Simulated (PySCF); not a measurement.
**A workflow on AlClO (SMILES [O]=[Al][Cl])**

We compute a series of 19 runs (PBE0-D4/def2-TZVP, CCSD(T)/def2-TZVPP, RI-MP2/def2-QZVPP, PBE-D4/def2-TZVPP, r2SCAN-D4/def2-TZVPP, B3LYP-D4/def2-TZVPP, PBE0-D4/def2-TZVPP, wB97M-V/def2-TZVPP, and more) of AlClO. Input form: a Python script.

The calculation is run with PySCF 2.14.0.

1 further run of the same task is left out (for a faulty analytic Hessian).

## 1. Starting point

The species is AlClO (3 atoms), meant as a singlet with charge 0. As SMILES, `[O]=[Al][Cl]`. Geometry: a GFN2-xTB relaxation, a rough one for these elements and not checked as a minimum. The run starts from this shape.

Bond lengths: O1–Al2 1.566 Å, Al2–Cl3 2.014 Å. Angles: O1–Al2–Cl3 180.0°.

## 2. A geometry optimisation at PBE0-D4/def2-TZVP (density fitting with def2-universal-jkfit) (run 1)

Input file geometry.xyz:

```xyz
3

O      0.107470     1.694260     0.245960
Al     0.009340     0.147220     0.021380
Cl    -0.116820    -1.841490    -0.267330
```

Input file run.py:

```python
# [O]=[Al][Cl]
from pyscf import gto, dft
from pyscf.geomopt.geometric_solver import kernel as optimise

mol = gto.M(
    atom='geometry.xyz',
    verbose=3,
    max_memory=1860,
    basis='def2-tzvp',
)

calc0 = dft.RKS(mol, xc='pbe0')
calc0 = calc0.density_fit(auxbasis='def2-universal-jkfit')
calc0.disp = 'd4'
calc0.conv_tol = 1e-09
calc0.max_cycle = 100
calc0.grids.level = 4
converged, mol_eq = optimise(calc0, maxsteps=100)
print('converged:', converged)
print(mol_eq.tostring())

calc0.reset(mol_eq)
mol = mol_eq
calc0.kernel()
e_tot = calc0.e_tot
print('E(%s) = %.9f' % ('PBE0', e_tot))
```

Run with:

```
$ OMP_NUM_THREADS=1 python run.py
```

Output:

```text
<dir> SyntaxWarning: invalid escape sequence '\W'
  S = {(paw_set(r)[0], bool(re.search(r"spin_orbit\W+true|paw_fr", str((r.get("files") or {}).get("input") or "")) or re.search("(?i)spin.orbit\W+(value\W+)?(true|yes)|value\W+spin-orbit", json.dumps(r.get("inputs"), default=str)))) for r in records}

[... 21 lines left out ...]
> Will converge when all 5 criteria are reached:
[... 16 lines left out ...]
converged SCF energy = -777.610968921476
[... 16 lines left out ...]
converged SCF energy = -777.612195112132
[... 33 lines left out ...]
converged SCF energy = -777.612296123765
[... 26 lines left out ...]
Converged! =D
[... 1 line left out ...]
converged: True
O           0.10926875        1.72668538        0.25049457
Al          0.00962594        0.15402156        0.02222093
Cl         -0.11924201       -1.87910339       -0.27294116
converged SCF energy = -777.612296276345
E(PBE0) = -777.612296276
```

It took 70 s on 1 thread of Arm Neoverse N1, shared host; peak memory 0.99 GiB.

Step by step:

| step | energy from the first frame kept (eV) | largest force (eV/Å) |
| --- | --- | --- |
| 0 | 0.0000 | 1.2604 |
| 1 | -0.0334 | 0.3090 |
| 2 | -0.0360 | 0.0835 |
| 3 | -0.0361 | 0.0231 |
| 4 | -0.0361 | 0.0028 |

After the run. Bond lengths: O1–Al2 1.592 Å, Al2–Cl3 2.058 Å. Angles: O1–Al2–Cl3 180.0°.

## 3. A single-point energy at CCSD(T)/def2-TZVPP (run 3)

Input file job.py:

```python
from pyscf import gto, scf, cc

mol = gto.M(
    atom='O 0.109269 1.726685 0.250495; Al 0.009626 0.154022 0.022221; Cl -0.119242 -1.879103 -0.272941',
    spin=0,
    basis='def2-tzvpp',
    max_memory=1860,
    charge=0,
    verbose=3,
)

mf = scf.RHF(mol)
mf.conv_tol = 1e-10
mf.kernel()
if not mf.converged:
    mf = mf.newton().run(mf.mo_coeff, mf.mo_occ)

mycc = cc.CCSD(mf, frozen=11)
mycc.kernel()
e_t = mycc.ccsd_t()
etot = mycc.e_tot + e_t
print('E(%s) = %.9f' % ('CCSD(T)', etot))
```

Run with:

```
$ OMP_NUM_THREADS=1 python job.py
```

Output:

```text
<dir> SyntaxWarning: invalid escape sequence '\W'
  S = {(paw_set(r)[0], bool(re.search(r"spin_orbit\W+true|paw_fr", str((r.get("files") or {}).get("input") or "")) or re.search("(?i)spin.orbit\W+(value\W+)?(true|yes)|value\W+spin-orbit", json.dumps(r.get("inputs"), default=str)))) for r in records}
converged SCF energy = -776.373718270703
E(CCSD) = -776.8861367557627  E_corr = -0.5124184850595015
CCSD(T) correction = -0.0251573731253127
E(CCSD(T)) = -776.911294129
```

Wall time 70 s (1 thread of Arm Neoverse N1, shared host); peak memory 0.86 GiB.

Runs 4 to 19 aren't shown in full; the table further down has their settings and results.

## 4. The doublet cation: a single-point energy at UB3LYP/6-31G(d) (spherical functions) (run 20)

Input file input.py:

```python
from pyscf import gto, dft

mol = gto.M(
    atom='''
O    0.109269   1.726685   0.250495
Al   0.009626   0.154022   0.022221
Cl  -0.119242  -1.879103  -0.272941
''',
    verbose=3,
    max_memory=1860,
    basis='6-31g*',
    charge=1,
    spin=1,
)

ks = dft.UKS(mol, xc='b3lyp')
ks.conv_tol = 1e-10
ks.grids.level = 5
ks.kernel()
if not ks.converged:
    ks = ks.newton().run(ks.mo_coeff, ks.mo_occ)

e_final = ks.e_tot
print('E(%s) = %.9f' % ('B3LYP', e_final))
```

Run with:

```
$ OMP_NUM_THREADS=1 python input.py
```

Output:

```text
<dir> SyntaxWarning: invalid escape sequence '\W'
  S = {(paw_set(r)[0], bool(re.search(r"spin_orbit\W+true|paw_fr", str((r.get("files") or {}).get("input") or "")) or re.search("(?i)spin.orbit\W+(value\W+)?(true|yes)|value\W+spin-orbit", json.dumps(r.get("inputs"), default=str)))) for r in records}

WARN: HOMO -0.351175412613409 >= LUMO -0.350724295008504

converged SCF energy = -777.514030240505  <S^2> = 0.75300558  2S+1 = 2.0030033
E(B3LYP) = -777.514030241
```

Run time: 15 s. Hardware: 1 thread of Arm Neoverse N1, shared host; peak memory 0.29 GiB.

## 5. All runs side by side

| run | level | task | integral approximation | partner | energy (Eh) | dipole moment (D) of the reference | HOMO energy (eV) | LUMO energy (eV) | wall time |
| --- | --- | --- | --- | --- | --- | --- | --- | --- | --- |
| 1 | PBE0-D4/def2-TZVP (density fitting with def2-universal-jkfit) | optimise | def2-universal-jkfit | base | -777.612296 | 3.99 | -7.90 | -2.60 | 70 s |
| 3 | CCSD(T)/def2-TZVPP | energy | none | base | -776.911294 | 4.81 | -11.29 | 0.42 | 70 s |
| 4 | RI-MP2/def2-QZVPP (density fitting with def2-universal-jkfit) | energy | def2-universal-jkfit | base | -776.948790 | 4.90 | -11.33 | 0.18 | 5.1 s |
| 5 | PBE-D4/def2-TZVPP | energy | none | base | -777.567646 | 3.62 | -6.55 | -3.44 | 23 s |
| 6 | r2SCAN-D4/def2-TZVPP | energy | none | base | -777.869886 | 3.82 | -6.78 | -3.11 | 48 s |
| 7 | B3LYP-D4/def2-TZVPP | energy | none | base | -778.000245 | 3.94 | -7.67 | -2.88 | 22 s |
| 8 | PBE0-D4/def2-TZVPP | energy | none | base | -777.612714 | 3.99 | -7.90 | -2.60 | 21 s |
| 9 | wB97M-V/def2-TZVPP | energy | none | base | -777.906220 | 4.10 | -10.28 | -0.76 | 92 s |
| 10 | B2PLYP/def2-TZVPP | energy | none | base | -777.677228 | 4.34 | -9.14 | -1.50 | 22 s |
| 11 | SVWN5/def2-TZVPP | energy | none | base | -774.911633 | 3.68 | -6.78 | -3.71 | 14 s |
| 12 | M06-2X/def2-TZVPP | energy | none | base | -777.895408 | 4.19 | -9.44 | -1.90 | 44 s |
| 13 | B3LYP/6-31G* (spherical functions) | energy | none | base | -777.888894 | 3.18 | -7.59 | -2.87 | 8.7 s |
| 14 | HF/STO-3G | energy | none | base | -767.437830 | 0.24 | -7.45 | 6.99 | 0.86 s |
| 15 | UCCSD(T)/def2-TZVPP | energy | none | cation | -776.537646 | – | -19.31 | -6.54 | 5.6 min |
| 16 | UPBE-D4/def2-TZVPP | energy | none | cation | -777.185861 | – | -14.74 | -14.18 | 37 s |
| 17 | UB3LYP-D4/def2-TZVPP | energy | none | cation | -777.623981 | – | -15.78 | -12.96 | 46 s |
| 18 | UPBE0-D4/def2-TZVPP | energy | none | cation | -777.242892 | – | -16.05 | -12.34 | 45 s |
| 19 | U-wB97M-V/def2-TZVPP | energy | none | cation | -777.535252 | – | -18.32 | -10.09 | 2.6 min |
| 20 | UB3LYP/6-31G* (spherical functions) | energy | none | cation | -777.514030 | – | -15.80 | -13.02 | 15 s |

## 6. Outcome

```
                                                               quantity          value
                                   doublet cation, run 20: total energy  -777.51403 Eh
             doublet cation, run 20: HOMO energy (highest over α and β)      -15.80 eV
              doublet cation, run 20: LUMO energy (lowest over α and β)      -13.02 eV
                                           doublet cation, run 20: ⟨S²⟩          0.753
 vertical ionisation energy (to the doublet cation), CCSD(T)/def2-TZVPP      10.167 eV
  vertical ionisation energy (to the doublet cation), PBE-D4/def2-TZVPP      10.389 eV
vertical ionisation energy (to the doublet cation), B3LYP-D4/def2-TZVPP      10.239 eV
 vertical ionisation energy (to the doublet cation), PBE0-D4/def2-TZVPP      10.063 eV
 vertical ionisation energy (to the doublet cation), wB97M-V/def2-TZVPP      10.095 eV
       vertical ionisation energy (to the doublet cation), B3LYP/6-31G*      10.201 eV
```

What this shows: At CCSD(T)/def2-TZVPP: removing an electron at fixed nuclei costs 10.17 eV (234 kcal/mol). At PBE-D4/def2-TZVPP: removing an electron at fixed nuclei costs 10.39 eV (240 kcal/mol). The negative HOMO energy of the first species, 6.55 eV, lies 3.84 eV below that difference. At B3LYP-D4/def2-TZVPP: removing an electron at fixed nuclei costs 10.24 eV (988 kJ/mol). −ε(HOMO) before ionisation, 7.67 eV, is 2.57 eV below this ionisation energy. At PBE0-D4/def2-TZVPP: the vertical ionisation energy comes to 10.06 eV (232 kcal/mol). Totals of different functionals can't be ranked against each other. In run 14 the basis is minimal, so the values are rough. All runs together took 18 min, the longest 5.6 min.
